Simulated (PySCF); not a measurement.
chloromethane (CH₃Cl), SMILES ClC. Geometry optimised at ωB97X-D3(BJ)/def2-TZVP.

TDDFT-LC-ωPBE/def2-TZVPD run with PySCF 2.14.0 puts the lowest singlet excitations at 7.48, 7.48, 8.44, 8.44, 9.42, 9.42 eV.

Problem. What are the lowest excitation roots from ADC(2)/aug-cc-pVDZ in PySCF? (The exact figures need the calculation; the answer reports its results.)

Solution. 7.47, 7.47, 7.78, 7.78, 8.79, 8.81 eV. S1 differs by -0.01 eV (second minus first; roots are paired by order, and the bases may differ).
